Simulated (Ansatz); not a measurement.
**Tungsten, bcc: convergence with the plane-wave cutoff**

Computed with Ansatz, r²SCAN, scalar-relativistic PAW, on the relaxed cell (a = 3.170 Å; spin not included). Errors count from a run at 500 eV on a Γ-centred 23×23×23 mesh with Fermi-Dirac smearing of 0.1 eV, extrapolated to zero width. Fixed here: mesh 14×14×14, Fermi-Dirac width 0.1 eV. The pressure holds a Pulay correction and is unreliable far below the recommended cutoff. The SCF starts from atomic densities corrected by a trained network.

```tsv
cutoff (eV)	E(σ→0) error (meV/atom)	P (GPa)	SCF iterations
150	20010.3	-45.59	6
200	3896.3	3.76	6
250	525.0	0.55	6
300	55.4	0.07	6
350	15.5	-0.02	6
420	11.6	-0.04	6
600	6.8	0.00	6
800	4.0	-0.02	6
```

**Question.** What does the run at 500 give (cutoff)?

**Answer.** E(σ→0) error (meV/atom): 8.8; P (GPa): -0.03; SCF iterations: 6.

Within 5 meV/atom of the last row: from 500 eV on.
